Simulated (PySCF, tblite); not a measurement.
Compound: C5H10S.
Atom-mapped SMILES: `[CH2:1]=[CH:2][S:3][CH2:4][CH2:5][CH3:6]` (hydrogens: H7, H8 on C1; H9 on C2; H10, H11 on C4; H12, H13 on C5; H14, H15, H16 on C6)

Structure used (GFN2-xTB), in Å, numbered top down from 1:
```
atom  x, y, z in Å
C1     2.4708   -0.0359    0.6343
C2     2.0416    0.8512   -0.2483
S3     0.5758    0.8359   -1.2010
C4    -0.2946   -0.6769   -0.6686
C5    -1.0035   -0.5106    0.6685
C6    -2.1616    0.4739    0.5766
H7     3.4106    0.1110    1.1377
H8     1.9293   -0.9289    0.8916
H9     2.6127    1.7365   -0.4848
H10   -1.0150   -0.8722   -1.4633
H11    0.4374   -1.4839   -0.6498
H12   -1.3747   -1.4892    0.9855
H13   -0.2909   -0.1624    1.4189
H14   -2.6178    0.6155    1.5530
H15   -1.8070    1.4369    0.2168
H16   -2.9207    0.1079   -0.1111
```

Theory: PBE0/pcSseg-1 in PySCF (dipole) on a GFN2-xTB geometry, gas phase.

Take the most abundant isotopes and a rigid rotor. The values belong to one conformer with, in the numbering `[CH2:1]=[CH:2][S:3][CH2:4][CH2:5][CH3:6]`, C1–C2–S3–C4 2°, C2–S3–C4–C5 78°, S3–C4–C5–C6 67°.

What are A, B and C (cm⁻¹)?

Ia = 111.20, Ib = 278.06, Ic = 325.41 u·Å²; 505379 MHz·u·Å²/I gives 4545, 1818 and 1553 MHz, that is A = 0.15160, B = 0.06063, C = 0.05180 cm⁻¹.

What kind of rotor is it?

An asymmetric top: κ = (2 × 1818 − 4545 − 1553)/(4545 − 1553) = -0.82.

Is it planar, by Δ = Ic − Ia − Ib?

Not planar: Δ = Ic − Ia − Ib = -63.85 u·Å². For a rigid frame Δ = −2 Σ m c², so Σ m c² = 31.92 u·Å² lies off the ab plane: 11.47 from hydrogen and 20.45 from heavier atoms. The atom farthest from that plane is 1.73 Å away.

Predict some low-J microwave lines.

The dipole components are |μa| = 0.60 D, |μb| = 1.10 D, |μc| = 0.47 D. Intensities carry the squares of the components, which stand as 0.30 : 1.00 : 0.18 (a : b : c). Some lines, for components of 0.1 D or more:

```csv
type,branch,"J(Ka,Kc)",MHz,lower level (cm⁻¹)
b,R,"3(1,2) ← 2(2,1)",2315,0.719
c,Q,"1(1,1) ← 1(0,1)",2727,0.112
b,Q,"1(1,0) ← 1(0,1)",2992,0.112
a,R,"1(0,1) ← 0(0,0)",3371,0.000
b,Q,"3(1,2) ← 3(0,3)",3732,0.672
b,R,"2(0,2) ← 1(1,1)",3996,0.203
b,R,"1(1,1) ← 0(0,0)",6098,0.000
c,R,"1(1,0) ← 0(0,0)",6362,0.000
a,R,"2(1,2) ← 1(1,1)",6477,0.203
a,R,"2(1,1) ← 1(1,0)",7006,0.212
b,R,"3(0,3) ← 2(1,2)",7558,0.419
b,Q,"3(2,1) ← 3(1,2)",7888,0.796
c,Q,"2(2,1) ← 2(1,1)",8182,0.446
b,Q,"2(2,0) ← 2(1,1)",8200,0.446
b,Q,"2(2,1) ← 2(1,2)",8976,0.419
a,R,"3(1,3) ← 2(1,2)",9704,0.419
c,R,"2(1,1) ← 1(0,1)",9998,0.112
a,R,"3(2,2) ← 2(2,1)",10112,0.719
a,R,"3(2,1) ← 2(2,0)",10185,0.719
a,R,"3(1,2) ← 2(1,1)",10497,0.446
c,R,"3(1,2) ← 2(0,2)",13771,0.337
b,Q,"3(3,0) ← 3(2,1)",14219,1.059
b,R,"2(2,0) ← 1(1,1)",15471,0.203
b,R,"3(2,2) ← 2(1,1)",18294,0.446
c,R,"3(3,0) ← 2(2,0)",24403,0.719
c,R,"3(3,1) ← 2(2,1)",24421,0.719
```

Estimate the classical rotational partition function at 200 K, 298.15 K and 500 K.

Point group C1, symmetry number σ = 1; q = (√π/σ)·√((kT/h)³/(ABC)), k/h = 20836.6 MHz/K: 133000 at 200 K, 242000 at 298.15 K, 526000 at 500 K.

Its GFN2-xTB frequencies are all real (lowest 65 cm⁻¹). No vibrational averaging or centrifugal distortion is included, and the geometry carries the error of its method. A rigid rotor knows nothing of internal rotation, which can split or shift real lines.
